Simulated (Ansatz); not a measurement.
## A small benchmark: atomisation enthalpy at 298 K

8 molecules with nitrogen; the atomisation enthalpy at 298 K in kJ/mol, computed less measured. Shapes, held fixed at every level: PBE0-D4/def2-TZVP. Flexible molecules stand in one conformer, not always the lowest. Thermal terms are harmonic and unscaled (PBE0-D4/def2-TZVP); the spin-orbit lowering of the free atoms is taken from their spectra. Programs: Ansatz 0.2.0. Measured values: Active Thermochemical Tables, NIST-JANAF tables.

Levels: A = B3LYP-D4/def2-TZVPP; B = BHLYP-D4/def2-TZVPP; C = PBE0-D4/def2-TZVPP; D = CCSDT(Q)/STO-3G.

| molecule | from tabulated heats | A | B | C | D |
| --- | --- | --- | --- | --- | --- |
| N2 (SMILES N#N) | 945 | +5 | -87 | -14 | -406 |
| HNC (hydrogen isocyanide) | 1215 | +7 | -69 | -3 | -240 |
| NOF (SMILES O=NF) | 867 | +29 | -138 | +21 | -428 |
| CH2N (SMILES C=[N]) | 1387 | +24 | -45 | +15 | -138 |
| NF3 (nitrogen trifluoride) | 843 | +9 | -163 | +16 | -291 |
| N2H3 (hydrazinyl radical) | 1374 | +42 | -48 | +19 | -376 |
| N2H4 (hydrazine) | 1721 | +23 | -68 | -4 | -372 |
| CH5N (methylamine) | 2300 | +14 | -57 | -2 | -94 |

**Question.** Sum up the errors.

**Answer.** 
| level | kind | mean error | mean absolute error | worst case |
| --- | --- | --- | --- | --- |
| B3LYP-D4/def2-TZVPP | global hybrid | +19.1 | 19.1 | N2H3 |
| BHLYP-D4/def2-TZVPP | global hybrid | -84.4 | 84.4 | NF3 |
| PBE0-D4/def2-TZVPP | global hybrid | +6.0 | 11.8 | NOF |
| CCSDT(Q)/STO-3G | coupled cluster or CI | -293.1 | 293.1 | NOF |

On this set PBE0-D4/def2-TZVPP has the smallest mean absolute error and CCSDT(Q)/STO-3G the largest. B3LYP-D4/def2-TZVPP is too high in 8 of 8; BHLYP-D4/def2-TZVPP is too low in 8 of 8; CCSDT(Q)/STO-3G is too low in 8 of 8. The heats of NF3 come from older tables and can be uncertain by 10 kJ/mol or more. The tabulated value of NOF is in doubt (older tables, estimates, or at odds with other calculations) and kept here. Over the 7 molecules whose values aren't doubted the mean absolute errors are A 17.7; B 76.7; C 10.4; D 273.9. Rows in very small basis sets show the basis more than the method. Correlated wave functions converge slowly with the basis. T1 is large for NOF (0.027), CH2N (0.055), so single-reference values are less sure there. Spin contamination: CH2N (⟨S²⟩ up to 1.06). Open shells run unrestricted. The set is small.
